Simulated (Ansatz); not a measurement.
Consider the isomerisation: `C=C(CC)CC` → `C/C=C/CCC`.

Program: Ansatz. Geometries: PBE0-D4/def2-TZVP. ΔE: electronic, gas phase. CBS: MP2 limit from def2 TZ/QZ plus the TZ coupled-cluster correction, frozen cores. DFT in def2-TZVPP. Each species was taken in one conformer, which may not be the lowest.

```csv
level,ΔE (kcal/mol),difference from CCSD(T)/CBS
PBE0-D4,-0.4,-0.7
r2SCANh-D4,-0.3,-0.6
r2SCAN0-D4,-0.3,-0.6
ωB97M-V,0.0,-0.3
B2PLYP,-0.6,-0.9
r2SCANh,-0.5,-0.8
LC-ωPBE,-0.8,-1.1
RPA@PBE/def2-TZVPP,0.4,0.1
HF/def2-SVP,-1.6,-1.9
MP2/CBS(def2),0.5,0.2
CCSD(T)/CBS,0.3,0
```

Largest T1 diagnostic among the species: 0.009.

The D4 term adds +1.2 kcal/mol with B3LYP and +0.6 kcal/mol with PBE0; it sums over pairs of atoms, weighted by their polarisabilities, and B3LYP, whose exchange is more repulsive, gets the larger term. In def2-TZVPP, CCSD(T) changes the Hartree–Fock value by +1.6 kcal/mol (the triples alone add +0.3 kcal/mol) and MP2 by +1.9 kcal/mol. Leaving LDA and LC-ωPBE aside and taking each functional with its dispersion term where it has one, the values spread over 0.6 kcal/mol, from B2PLYP to ωB97M-V. LDA lies +1.1 kcal/mol from PBE without D4.

B3LYP here is the variant with VWN-RPA as its local correlation; programs differ in this.
